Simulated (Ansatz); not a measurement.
**Which is lower?**

The two ends of one reaction step of CH$_{8}$SSi, closed shell (PBE0-D4/def2-TZVP).

A:

```
atom    x (Å)    y (Å)    z (Å)
 Si1  -0.5153   0.5205  -0.9533
  S2   1.9444  -1.9899   0.9002
  H3   0.9180   0.7737  -1.2696
  H4  -1.3384   1.3618  -1.8647
  H5  -0.8044  -0.9069  -1.2656
  H6   1.0889  -2.4780  -0.0109
  C7  -0.8859   0.9044   0.8361
  H8   2.4758  -1.1320   0.0157
  H9  -1.9378   0.7170   1.0632
 H10  -0.2740   0.2779   1.4884
 H11  -0.6712   1.9516   1.0606
```

B:

Si1  (0.387, -0.444, -2.012)
S2  (1.471, -1.656, -0.623)
H3  (1.258, 0.590, -2.625)
H4  (-0.771, 0.224, -1.367)
H5  (-0.086, -1.389, -3.051)
H6  (-0.577, -0.348, 1.559)
C7  (-0.810, 0.660, 1.899)
H8  (1.795, -0.633, 0.185)
H9  (-1.778, 0.962, 1.501)
H10  (-0.842, 0.681, 2.988)
H11  (-0.045, 1.354, 1.547)
(Å)

Program: Ansatz 0.2.0. Basis: def2-TZVPP. Cores are frozen in the correlated methods. B3LYP uses VWN-RPA correlation.

(1) Which structure is lower at CCSD(T), and by how much? (An estimate is asked for; the value comes from the calculation.)

The T1 diagnostic stays at or below 0.010.

Results:

(1) Computed: B, by 13.34 kcal/mol (electronic energy, against the other). By their contacts, A is a complex of CH₆Si ([CH3][SiH3]) + H₂S and B is a complex of SiH₄S ([SiH3][SH]) + CH₄.

All methods give the same order:

```json
{"method": "SPW92", "E(B) − E(A) (kcal/mol)": "-12.34"}
{"method": "PBE-D4", "E(B) − E(A) (kcal/mol)": "-14.01"}
{"method": "BLYP-D4", "E(B) − E(A) (kcal/mol)": "-13.79"}
{"method": "r2SCAN-D4", "E(B) − E(A) (kcal/mol)": "-14.45"}
{"method": "B97M-V", "E(B) − E(A) (kcal/mol)": "-14.00"}
{"method": "PBE0-D4", "E(B) − E(A) (kcal/mol)": "-14.10"}
{"method": "B3LYP-D4", "E(B) − E(A) (kcal/mol)": "-13.87"}
{"method": "r2SCAN0-D4", "E(B) − E(A) (kcal/mol)": "-14.39"}
{"method": "BHLYP-D4", "E(B) − E(A) (kcal/mol)": "-14.10"}
{"method": "CAM-B3LYP-D4", "E(B) − E(A) (kcal/mol)": "-13.23"}
{"method": "wB97X-V", "E(B) − E(A) (kcal/mol)": "-13.53"}
{"method": "wB97M-V", "E(B) − E(A) (kcal/mol)": "-13.32"}
{"method": "B2PLYP", "E(B) − E(A) (kcal/mol)": "-14.19"}
{"method": "PBE-QIDH", "E(B) − E(A) (kcal/mol)": "-14.30"}
{"method": "RPA on PBE", "E(B) − E(A) (kcal/mol)": "-12.80"}
{"method": "HF", "E(B) − E(A) (kcal/mol)": "-14.77"}
{"method": "MP2", "E(B) − E(A) (kcal/mol)": "-14.19"}
{"method": "CCSD", "E(B) − E(A) (kcal/mol)": "-13.28"}
{"method": "CCSD(T)", "E(B) − E(A) (kcal/mol)": "-13.34"}
```

Labels in which every atom is bracketed show which atoms are joined, not bond orders.

For scale, one of the runs: CCSD(T)/def2-TZVPP, 227 basis functions, launched by `ansatz run in.yaml --threads 4 --pin off --events-out ev --progress --plain --max-ram 9574MiB`. Time: 50 s of wall clock on 4 CPU threads of an Arm Neoverse V2; the host was shared. Peak host memory: 3.5 GiB.
